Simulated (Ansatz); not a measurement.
# S₂F (sextet): from Hartree-Fock to the top rungs, def2-TZVPP

The task here is to estimate one member of a computed series from the others.

Program: Ansatz 0.2.0, Gaussian basis. Level of theory: def2-TZVPP, core rule «outside noble gas», up to 11 orbitals frozen. These are calculated values, not measurements.

To be run: UHF; ROHF; CCSD(T) on UHF.

**What is computed**

The geometry is a PBE0/def2-TZVP stationary point (not a proven minimum) of the parent state, kept for this charge and spin.

3 atoms, charge 0, spin multiplicity 6.

Atoms are counted from 1 here; the program's logs count them from 0.

Bond lengths: F1–S2 1.740 Å, S2–S3 1.950 Å. Angles: F1–S2–S3 180.0°.

As a file:

```xyz
3
charge 0, multiplicity 6
F     0.00000    0.00000    1.81010
S     0.00000    0.00000    0.07000
S     0.00000    0.00000   -1.88010
```

Set-up of the first run:

The input, in.yaml:

```yaml
crystal:
  periodic: [false, false, false]
  atoms:
    - {symbol: F, position_ang: [0.000000, 0.000000, 1.810100]}
    - {symbol: S, position_ang: [0.000000, 0.000000, 0.070000]}
    - {symbol: S, position_ang: [0.000000, 0.000000, -1.880100]}
basis:
  gaussian: {orbitals: def2-TZVPP}
magnetization: {spin_polarized: true, initial_magnetization: 5}
hamiltonian: {xc: hf}
output: {orbitals: {seedname: orbitals}}
```

Command:

```bash
$ ansatz run in.yaml --threads 1 --pin off --events-out ev --progress --plain --max-ram 2816MiB --backend cpu
```

Steps of the session up to this table: UHF; ROHF; CCSD(T) on UHF.

One of the session's tables, all rows but one given; the rest of the session is left out.

| method | from UCCSD(T) (kJ/mol) |
| --- | --- |
| ROHF | +1612.3 |
| UHF | +1563.0 |
| UMP2 | ? |
| UCCSD | +68.3 |
| UCCSD(T) | 0 |

Estimate the missing values for UMP2.

**Answer.** from UCCSD(T) (kJ/mol): +159.0. In the column «from UCCSD(T) (kJ/mol)» it lies between UCCSD (+68.3) and UHF (+1563.0).
